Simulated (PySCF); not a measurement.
Atoms are numbered as in `[CH2:1]=[CH:2][CH2:3][OH:4]`; H(Xn) means a hydrogen on atom n. Ha(C1) is cis to C3; Hb(C1) is trans to C3.

Geometry: PBE0-D3(BJ)/def2-SVP; GIAO shifts from PySCF 2.14, gas phase, non-relativistic, averaged over equivalent atoms.

At PBE0/6-31G* (68 basis functions, 6 s wall time on 1 thread of an Arm Neoverse N1, shared host):
```
 atoms  δ (ppm)
    C2    133.9
    C1    113.8
    C3     64.1
    O4     28.6
 H(C2)     6.24
Ha(C1)     5.21
Hb(C1)     5.12
 H(C3)     4.10
 H(O4)    -0.56
```

Shifts are taken against calculated references (same method and geometry level): TMS for 13C (194.14 ppm) and 1H (31.96 ppm); 17O (324.18 ppm) against H2O.

Predict the values at LC-wPBE/pcSseg-2 on the same geometry.

## Answers


| atoms | δ at LC-wPBE/pcSseg-2 | change |
| --- | --- | --- |
| C2 | 158.9 | +25.0 |
| C1 | 132.6 | +18.8 |
| C3 | 69.7 | +5.6 |
| O4 | 35.5 | +6.9 |
| H(C2) | 6.52 | +0.28 |
| Ha(C1) | 5.58 | +0.37 |
| Hb(C1) | 5.52 | +0.40 |
| H(C3) | 4.01 | -0.09 |
| H(O4) | 0.06 | +0.62 |

References, each an isolated molecule treated in the same way: TMS for 13C (σref 188.30), 1H (σref 31.32); H2O for 17O (σref 332.63).

The largest change is at C2 (alkene CH). Cost: 228 basis functions, 43 s wall time on 1 thread of an Arm Neoverse N1, shared host. The order of the carbon signals is the same at both levels.

Experimental scales use liquid or dissolved standards, which lie at an offset from isolated H2O (liquid H2O: subtract about 36 ppm).
